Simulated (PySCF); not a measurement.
Input of a run (PBE0-D3(BJ)/def2-SVP geometry optimisation, gas phase (PySCF 2.14.0)), started from MMFF94s:
```
{"job": {"xc": "PBE0", "basis": "def2-SVP", "d3": "d3bj", "grid": 1, "shake": 0.03, "kind": "geom"}, "charge": 0, "multiplicity": 1}
Cl    -1.384130     0.794230    -0.029190
C     -0.019150    -0.161330     0.002050
Cl     1.409100     0.821350    -0.082170
H      0.093760    -0.717610     0.926140
H     -0.024730    -0.847110    -0.878950
```

Output (energies in Eh, forces in Eh/bohr):
```
step   0  E = -959.02519259  max force = 0.051124
step   1  E = -959.03060468  max force = 0.021085
step   2  E = -959.03216216  max force = 0.011667
step   3  E = -959.03253804  max force = 0.003691
step   4  E = -959.03256391  max force = 0.002112
step   5  E = -959.03257341  max force = 0.000299
optimisation converged
```

Problem. Summarise the run.

Solution. The energy falls by 0.201 eV over 6 energy and gradient evaluations, the largest force component goes from 0.0511 to 3.0e-04 Eh/bohr, and the atoms move by 0.060 Å rms after alignment. The bond that changes most is Cl1–C2 (alkyl chlorine to CCl2 carbon), which lengthens by 0.102 Å. Bonds longer at the end by more than 0.005 Å: 3 of 4; shorter: 1. Among the angles that change most is Cl1–C2–H4, from 113.3° to 108.2°. The energy never rose by more than 1e-6 Eh on the way. The first step brought 73 % of the lowering.

Problem. What are the final bond lengths?

Solution. Cl1–C2 1.768 Å, C2–Cl3 1.767 Å, C2–H4 1.096 Å, C2–H5 1.096 Å. Numbering counts from 1 in the input's order; the species is `ClCCl`.

The run used 60 basis functions and 37 SCF cycles in all.

Stationary, but not proved a minimum.
